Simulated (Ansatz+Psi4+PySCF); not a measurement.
doublet H₂F₂(+) in separate pieces: levels of theory in one basis

```xyz
4

F     0.0934    0.0000   -3.0000
H    -0.8405    0.0000   -3.0000
F    -0.0934    0.0000    3.0000
H     0.8405    0.0000    3.0000
```

Basis set: cc-pVTZ (spherical functions). Frozen core: 2 orbitals. Correlation on ROHF uses semicanonical orbitals with singles. Charge 1, multiplicity 2.

Computed with Ansatz (development build ahead of 0.2.0); each method stands on the lowest determinant of its kind that the runs found.

```json
{"method": "ROHF", "E − E(ROHF) (eV)": "0.00", "<S²> of the determinant": "0.75"}
{"method": "UHF", "E − E(ROHF) (eV)": "-0.14", "<S²> of the determinant": "0.75"}
{"method": "ROHF-MP2", "E − E(ROHF) (eV)": "-13.07", "<S²> of the determinant": "–"}
{"method": "UHF-MP2", "E − E(ROHF) (eV)": "-13.06", "<S²> of the determinant": "0.75"}
{"method": "ROHF-CCSD", "E − E(ROHF) (eV)": "-13.46", "<S²> of the determinant": "–"}
{"method": "UHF-CCSD", "E − E(ROHF) (eV)": "-13.47", "<S²> of the determinant": "0.75"}
{"method": "ROHF-CCSD(T)", "E − E(ROHF) (eV)": "-13.75", "<S²> of the determinant": "–"}
{"method": "UHF-CCSD(T)", "E − E(ROHF) (eV)": "-13.75", "<S²> of the determinant": "0.75"}
```

(1) Is a single determinant a sound starting point here?

Answers

(1) Only with care. Unrestricted orbitals gain 0.14 eV and <S²> is 0.75 against 0.75 for a pure state, but several determinants compete.

Caution: the charge can sit on one fragment and break the point group; the determinant breaks the point group. Caution for ROHF-MP2, UHF-MP2: MP2 on this radical cation hangs on the determinant chosen; another reference gives a lower total.
